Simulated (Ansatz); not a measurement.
# CH3SSi: the cost of one run

Program: Ansatz 0.2.0. Level of theory: RKS PBE-D4/6-31G*. These are calculated values, not measurements.

## Step 1: The system as given

Bond lengths: C1–Si2 1.740 Å, Si2–S3 2.070 Å, C1–H4 1.084 Å, C1–H5 1.084 Å, S3–H6 1.351 Å. Angles: C1–Si2–S3 173.3°, Si2–C1–H4 121.2°, Si2–C1–H5 121.1°, H4–C1–H5 116.4°, Si2–S3–H6 95.1°.

Coordinates:

```xyz
6

C    -0.9987    0.1518   -1.0055
Si    0.1253    0.1323    0.3225
S     1.3366    0.2947    1.9931
H    -1.8370   -0.5339   -1.0406
H    -0.7740    0.6852   -1.9220
H     2.1477   -0.7300    1.6526
```

## Step 2: Relaxing end A

input.yaml reads:

```yaml
crystal:
  periodic: [false, false, false]
  atoms:
    - { symbol: C, position_ang: [-0.99869, 0.15179, -1.0055] }
    - { symbol: Si, position_ang: [0.12528, 0.13227, 0.32248] }
    - { symbol: S, position_ang: [1.33665, 0.29472, 1.99307] }
    - { symbol: H, position_ang: [-1.83696, -0.53393, -1.04063] }
    - { symbol: H, position_ang: [-0.77398, 0.6852, -1.92199] }
    - { symbol: H, position_ang: [2.14771, -0.73005, 1.65258] }
total_charge: 1
basis:
  gaussian: { orbitals: "6-31G*" }
hamiltonian:
  xc: pbe
  dispersion: d4
relax:
  f_tol: 0.02
  max_steps: 50
output:
  orbitals: {}
```

On the command line:

```bash
$ ansatz run input.yaml --threads 1 --pin off --max-ram 2048MiB --backend cpu --events-out ev --progress --plain --runs-dir out
```

What time and memory should one allow on 1 thread of Arm Neoverse V1, shared host?

About 19 s, with a peak of 0.12 GiB.
